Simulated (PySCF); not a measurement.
System (SMILES): [Si-]#[O+] (O-Si).
Geometry (B3LYP-D3(BJ)/def2-TZVP, fixed):
```xyz
2

Si     0.0000     0.0000    -0.5502
O      0.0000     0.0000     0.9629
```

How fast the isotropic shielding of Si1 converges with the basis for several methods (PySCF): deviation from each method's own reference, in ppm. References: HF 267.31 ppm, the value in pcSseg-3; PBE 227.28 ppm, the value in pcSseg-3; PBE0 232.93 ppm, the value in pcSseg-3. All functions are spherical. No added dispersion term, no relativity. GIAO; atoms are numbered in the order shown.

```csv
basis,functions,HF,PBE,PBE0
3-21G,22,30.07,88.76,72.53
pcseg-1,32,6.59,5.78,3.30
def2-SVP,32,57.50,64.36,59.97
6-311+G**,52,-17.18,-5.41,-9.20
aug-cc-pV(D+d)Z,55,77.35,72.06,71.78
"6-311++G(2d,2p)",62,-2.10,3.13,1.58
cc-pV(T+d)Z,69,10.47,10.25,10.85
def2-TZVPP,73,-12.43,-13.20,-13.05
def2-TZVPD,83,-9.26,-8.36,-8.94
cc-pCVTZ,102,-1.46,2.27,1.14
pcSseg-3,148,0.00,0.00,0.00
aug-pcseg-3,174,-0.20,-2.22,-2.59
```

Mean absolute deviation over 6-311+G**, 6-311++G(2d,2p), cc-pV(T+d)Z, def2-TZVPP, def2-TZVPD, cc-pCVTZ: PBE 7.10, PBE0 7.46, HF 8.82 ppm.
